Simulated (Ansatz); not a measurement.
in.yaml

```yaml
crystal:
  periodic: [false, false, false]
  atoms:
    - {symbol: B, position_ang: [0.000000, 0.000000, 0.000000]}
    - {symbol: O, position_ang: [0.000000, 0.000000, 3.197000]}
basis:
  gaussian: {orbitals: def2-SVP}
magnetization: {spin_polarized: false, initial_magnetization: 1}
correlation: {method: ccsdt, electrons: valence}
```

```sh
$ ansatz run in.yaml --threads 1 --pin off --events-out ev --progress --plain --max-ram 2393MiB
```

Q: Roughly how long does this take on 1 thread of Arm Neoverse V1, shared host, and how much host memory?

A: 17 s wall and 0.16 GiB.

```
425 factors; integrals over basis functions are off by at most 5.5e-8 eV
mean field evaluation 1: about -2692.1093 eV, gradient 2.9e1 eV
mean field evaluation 2: about -2692.1096 eV, gradient 2.9e1 eV
mean field evaluation 4: about -2694.2809 eV, gradient 1.5e1 eV
mean field evaluation 8: about -2696.3097 eV, gradient 3.5e0 eV
mean field evaluation 16: about -2696.3665 eV, gradient 2.6e-1 eV
mean field evaluation 32: about -2696.5111 eV, gradient 9.4e-6 eV
mean field evaluation 64: about -2696.4153 eV, gradient 6.7e-2 eV
mean field evaluation 96: about -2696.5111 eV, gradient 4.7e-3 eV
mean field evaluation 128: about -2696.3469 eV, gradient 5.4e-1 eV
mean field evaluation 160: about -2696.3779 eV, gradient 1.1e0 eV
...
cycle 111  -8.61153314 eV  change    6.5e-8 eV  update   5.4e-7
cycle 112  -8.61153303 eV  change    1.1e-7 eV  update   5.3e-7
cycle 113  -8.61153286 eV  change    1.7e-7 eV  update   5.4e-7
cycle 114  -8.61153268 eV  change    1.8e-7 eV  update   5.3e-7
cycle 115  -8.61153248 eV  change    2.0e-7 eV  update   5.4e-7
cycle 116  -8.61153225 eV  change    2.3e-7 eV  update   5.4e-7
cycle 117  -8.61153201 eV  change    2.4e-7 eV  update   5.2e-7
cycle 118  -8.61153151 eV  change    5.1e-7 eV  update   5.0e-7
cycle 119  -8.61153089 eV  change    6.2e-7 eV  update   4.8e-7
cycle 120  -8.61153050 eV  change    3.9e-7 eV  update   3.8e-7
WARN: these amplitudes may be one of several solutions (largest doubles amplitude 0.69, level shift 4.02 eV)
Total energy: -2704.82375236 eV, -99.4004395039 hartree
```
